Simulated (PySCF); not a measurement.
Frontier orbitals and the lowest excitations

Compound: C₅H₉N.
Cartesian coordinates in Å at the GFN2-xTB level; atoms count from 1:
```xyz
15
C5H9N angstrom
C      2.0651   -0.1708   -0.0200
C      0.5791   -0.1348    0.0158
C     -0.2916   -1.1297   -0.0683
C     -1.6976   -0.6054    0.0543
N     -1.5756    0.8500   -0.0809
C     -0.1736    1.1656    0.2012
H      2.4237   -1.1925   -0.1162
H      2.4711    0.2631    0.8937
H      2.4385    0.4161   -0.8594
H     -0.0809   -2.1774   -0.1807
H     -2.0981   -0.8332    1.0519
H     -2.3824   -1.0246   -0.6854
H     -1.7899    1.1145   -1.0367
H      0.1969    1.9706   -0.4369
H     -0.0891    1.4965    1.2455
```

Computed, not measured: TDDFT PBE0/def2-SVPD, vertical, gas phase, core orbitals frozen in the response (PySCF 2.14.0, density-fitted response routines).

Frontier orbitals with the atoms that hold most of them (Löwdin shares over 4%, at most four atoms; ? is withheld):

```
orbital  ε (eV)                             atoms
 HOMO-3  -10.10    C1 17%, C3 16%, C4 13%, C2 12%
 HOMO-2   -9.63    C6 20%, C2 18%, C3 14%, C4 14%
 HOMO-1   -6.86                                 ?
   HOMO       ?                                 ?
   LUMO    0.66     C3 27%, C2 26%, C1 7%, H10 7%
 LUMO+1    0.73    C1 15%, C3 13%, C2 12%, C6 11%
 LUMO+2    1.27  C1 17%, C4 14%, H13 12%, H12 11%
```

Q: Which atoms hold the HOMO-1, and with what shares?

A: C3 (bonded to 2 C and H) 30%; C2 (bonded to 3 C) 28%; N5 (bonded to 2 C and H) 14%; C4 (bonded to C, N and 2 H) 6%. By element: carbon 64% or more, nitrogen 14%.

Q: Give the leading atoms of the HOMO.

A: N5 (bonded to 2 C and H) 49%; C4 (bonded to C, N and 2 H) 10%; C6 (bonded to C, N and 2 H) 9%; C3 (bonded to 2 C and H) 6%. By element: nitrogen 49%, carbon 25% or more.

Q: What is the HOMO energy, and the HOMO–LUMO gap?

A: ε(HOMO) = -6.43 eV; the gap is 7.09 eV (0.2604 hartree).

Q: The HOMO–LUMO gap is 7.09 eV. Where does the response calculation put the lowest singlet, and from which orbitals?

A: S1 is at 5.77 eV (f = 0.011), 1.31 eV below the gap, made of HOMO→LUMO (87%). 

Q: One configuration dominates each of S1 and S2. Which, and how do the shares of the two leading atoms of either orbital change from the occupied to the empty one?

A: 
- S1 (5.77 eV, f 0.011), HOMO→LUMO (87%): N5 49% → at most 7%, C4 10% → at most 7%, C3 6% → 27%, C2 at most 7% → 26%
- S2 (5.93 eV, f 0.0038), HOMO→LUMO+1 (80%): N5 49% → at most 12%, C4 10% → at most 12%, C1 at most 7% → 15%, C3 6% → 13%

One conformer stands for the species.
